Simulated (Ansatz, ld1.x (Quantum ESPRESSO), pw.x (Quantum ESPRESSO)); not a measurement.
**Equation-of-state test of one RRKJ potential (S (Z = 16))**

```json
{
 "Element": "S (Z = 16)",
 "Generator": "ld1.x (Quantum ESPRESSO) 7.5",
 "Type": "norm-conserving RRKJ (Kleinman–Bylander form)",
 "Functional": "LDA (PW92)",
 "Relativity": "scalar-relativistic",
 "Frozen core": "[Ne]",
 "Valence charge": "6",
 "Reference configuration": "3s2 3p1 (charge +3)",
 "Partial waves": "3s (bound): rc 1.45 bohr; 3d channel at 0.05 Ry: rc 1.30 bohr; 3p (bound): rc 1.05 bohr",
 "Local potential": "the p channel",
 "Core correction": "a·sin(br)/r model core inside 1.00 bohr",
 "rho0": "0.02"
}
```

Atomic tests: cutoffs needed: 100 Ry and 120 Ry (the cutoffs (Ry, on a coarse ladder) from which the occupation-weighted sum of valence levels, in a spherical-Bessel basis at the reference potential, stays within 10 and 1 mRy of its value at 400 Ry); ghost test: no extra level below or beside the all-electron valence levels (s, d, p, f tested) (spherical-Bessel basis up to 400 Ry, 20 bohr box); largest excitation error: +121 meV (all-electron minus pseudo) for 3s2 3p4.3, out of 7 test configurations.

Crystal test: sc S in pw.x 7.5, no spin, 13³ k-points, Fermi–Dirac smearing 0.01 Ry, cutoffs 145/580 Ry. The reference is all-electron LAPW (Ansatz 0.2.0) with the same functional, mesh and smearing; V0 and B0 come from Birch–Murnaghan fits to the pressures at five volumes. Errors are pseudo minus all-electron; Δ is the rms difference of the E(V) curves that follow from these fits, minima aligned, over ±6 % about the mean V0. Mesh and smearing are coarse, so the numbers serve the comparison and aren't converged zero-temperature values; the lattice is a test structure that the element need not adopt.

All-electron: a0 = 2.531 Å (V0 = 16.22 Å³/atom), B0 = 101.1 GPa.

How far does the potential miss the all-electron equation of state?

mean pressure error (GPa): -1.06; a0 (Å): 2.522; a0 error (%): -0.35; B0 error (%): +2.0; Δ (meV/atom): 3.8.

| V (Å³/atom) | P all-electron (GPa) | P pseudo (GPa) |
| --- | --- | --- |
| 15.535 | 4.75 | 3.57 |
| 15.944 | 1.79 | 0.68 |
| 16.353 | -0.81 | -1.87 |
| 16.762 | -3.11 | -4.11 |
| 17.171 | -5.14 | -6.08 |

At the middle volume, how do free energy and pressure move when the wave cutoff is lowered (ecutrho kept at four times it)?

```json
{"cutoff (Ry)": "65", "shift of F (meV/atom)": "+1475.9", "shift of P (GPa)": "-30.57"}
{"cutoff (Ry)": "87", "shift of F (meV/atom)": "+325.0", "shift of P (GPa)": "-16.24"}
{"cutoff (Ry)": "116", "shift of F (meV/atom)": "+7.5", "shift of P (GPa)": "-0.68"}
```

The run at the middle volume (84 k-points, 10 iterations) took about 54 s on one core of a shared host (Neoverse-N1, 64 threads, 498 GiB, load 21).
